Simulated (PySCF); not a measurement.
# Working out the ionisation energy of Al

Al [Ne] 3s2 3p1 (2P) → Al⁺ [Ne] 3s2 (1S). All numbers are calculated (PySCF 2.14, no relativity, point nucleus, in def2-TZVP (5s5p2d1f, 37 functions)). Frozen: [Ne]. Energies in hartree (1 hartree = 27.21139 eV):

```tsv
part	Al (lower)	Al⁺ (upper)
UHF	-241.874349	-241.668735
CCSD correlation	-0.050382	-0.039344
(T)	-0.001105	0.000000
```

Q: What does Hartree-Fock give?

A: (-241.668735) − (-241.874349) = 0.205614 hartree = 5.595 eV.

Q: What do CCSD and CCSD(T) give?

A: The CCSD correlation energies differ by 0.011038 hartree = 0.300 eV and the triples by 0.001105 hartree = 0.030 eV, so CCSD gives 5.895 eV and CCSD(T) 5.925 eV.

Measured between the centres of the two terms (NIST): 5.977 eV, so CCSD(T) (valence) is off by -0.052 eV.

What remains against the reference includes basis incompleteness, the frozen core and higher excitations.
